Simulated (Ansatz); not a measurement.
## How far each method lies from UCCSDT(Q) for HGe–NH2⁺, doublet

Geometry: that of the HGe–NH2, singlet, kept fixed.

```xyz
5

Ge    0.0000   -0.0292    0.3354
N     0.0000    0.0337   -1.4792
H     0.0000    1.5671    0.4649
H     0.0000    0.8718   -2.0380
H     0.0000   -0.8031   -2.0403
```

Basis cc-pVDZ; Ansatz 0.2.0. Correlated methods freeze the noble-gas cores and the filled d shells of p-block atoms, which leaves 11 electrons in 41 orbitals. Prefix R: restricted or restricted open-shell reference; prefix U: unrestricted. Active spaces: valence = (11e, 11o) chosen from the atoms' valence shells. No spin–orbit coupling is included, and no scalar relativity.

Full CI isn't at hand for all of this; UCCSDT(Q) serves as the reference, and is uncertain by about the last step of the cluster series. The frozen core follows each run's orbitals, which can shift R against U totals by a few meV for light atoms and by up to 0.1 eV past Ca.

* UHF ⟨S²⟩: 0.788
* T1 diagnostic (RCCSD): 0.0355
* largest doubles amplitude (RCCSD): 0.088
* T1 diagnostic (UCCSD): 0.0276

| level | E − E(RHF) (eV) |
| --- | --- |
| UHF | -0.1330 |
| UMP2 | -6.6518 |
| UCCSD | -7.2979 |
| UCCSD(T) | -7.5392 |

Question: Estimate how far UCCSDT(Q) in cc-pVDZ lies from UCCSD(T). The table doesn't fix it; the size of (T) and the diagnostics are the guide.

Answer: UCCSDT(Q) in cc-pVDZ lies 5.1 kJ/mol below UCCSD(T), which is 22 % of the (T) step (-23.3 kJ/mol). T1 is raised, but (T) still catches most of what CCSD lacks. The miss exceeds 1 kcal/mol.

The other levels:

```csv
level,E − E(UCCSDT(Q)) (kJ/mol),share of correlation (%),wall time
UCCSDT,2.5,99.66,–
```

The correlation energy at UCCSDT(Q), counted from RHF, is -7.592 eV. That run took 4.4 s on 2 threads of AMD EPYC 7R13 with a shared H100 80 GB, shared host.

Run but not shown, since their state or frozen core can't be matched to the reference's or they repeat it: RHF, RMP2, RCCSD, RCCSD(T), BCCD(T), RCCSDT, RCCSDT(Q), CASSCF (valence space), NEVPT2 (valence space), MRCISD (valence space), MRCISD+Q (valence space).

Times hold each run's SCF and search for its determinant on a shared host, so for small cases they say little of a method's own cost; they ran on 1 thread of AMD EPYC 7R13.

Natural occupations of CASSCF (valence space) about the gap: 1.977 1.976 1.957 1.954 1.004 0.045 0.033 0.028 0.022 0.020; effectively unpaired electrons, Σ n²(2−n)², 1.04.
